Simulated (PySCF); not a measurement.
nitric oxide (NO), SMILES O=[N], multiplicity 2. Coordinates come from a B3LYP-D3(BJ)/def2-TZVPD optimisation.

Computed equilibrium geometry at B3LYP-D3(BJ)/def2-TZVPD (PySCF confirms it by a frequency run) as a Z-matrix, and its point group:
point group C∞v.
```
N
O 1 1.1450
```
Charge 0, spin multiplicity 2.
